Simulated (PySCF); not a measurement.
Compound: phosphorus pentafluoride, PF5.
Atom-mapped SMILES: `[F:1][P:2]([F:3])([F:4])([F:5])[F:6]`

Method: PySCF 2.14.0, PBE0-D3(BJ)/def2-SVP geometry optimisation, gas phase.

Q: Give the optimised bond lengths and angles.

A: 
| bond | length (Å) | order |
| --- | --- | --- |
| F1–P2, P2–F6 | 1.594 | single |
| P2–F3, P2–F4, P2–F5 | 1.568 | single |

Bonds in one row agree within 0.01 Å and their mean is given. Orders are formal, as drawn. A selection of angles:
| angle | degrees |
| --- | --- |
| F1–P2–F3 | 90.0 |
| F1–P2–F6 | 180.0 |
| F3–P2–F4 | 120.0 |

The 5 F–P bonds span 1.568 Å (P2–F3, drawn single) to 1.594 Å (P2–F6, drawn single), a spread of 0.026 Å. P2 (phosphorus bonded to 5 F) is trigonal bipyramidal (τ5 = (β − α)/60° = 1.00 from the two widest angles, 180.0° and 120.0° (0 for a square pyramid, 1 for a trigonal bipyramid)).

Point group: D3h (every atom within 0.08 Å of its image). Not checked by PBE0-D3(BJ)/def2-SVP frequencies.
